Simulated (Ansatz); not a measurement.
Reaction (isomerisation): `F/C=C\C=C/F` → `C=C(F)C(=C)F`

Program: Ansatz. Geometries: PBE0-D4/def2-TZVP. ΔE: electronic, gas phase. CBS: MP2 limit from def2 TZ/QZ plus the TZ coupled-cluster correction, frozen cores. Functionals use def2-TZVPP. B3LYP here is the variant with VWN-RPA as its local correlation; programs differ in this. Each species was taken in one conformer, which may not be the lowest.

Is it downhill or uphill in electronic energy at CCSD(T)/CBS, and by how much? (Estimate.)

Computed: Downhill: ΔE = -1.4 kcal/mol.

What do these levels give: B3LYP-D4, ωB97X-V, ωB97M-V, B2PLYP, PBE, HF/def2-TZVPP, MP2/def2-TZVPP, SCS-MP2/def2-TZVPP, CCSD(T)/def2-TZVPP, SCS-MP2/def2-QZVPP, HF/CBS(def2), MP2/CBS(def2)? (Best estimate.)

The calculation gave: B3LYP-D4 -1.1, ωB97X-V -1.7, ωB97M-V -2.0, B2PLYP -1.0, PBE -0.3, HF/def2-TZVPP -1.6, MP2/def2-TZVPP -1.2, SCS-MP2/def2-TZVPP -1.1, CCSD(T)/def2-TZVPP -1.5, SCS-MP2/def2-QZVPP -0.9, HF/CBS(def2) -1.5, MP2/CBS(def2) -1.1 kcal/mol.

Largest T1 diagnostic among the species: 0.013.
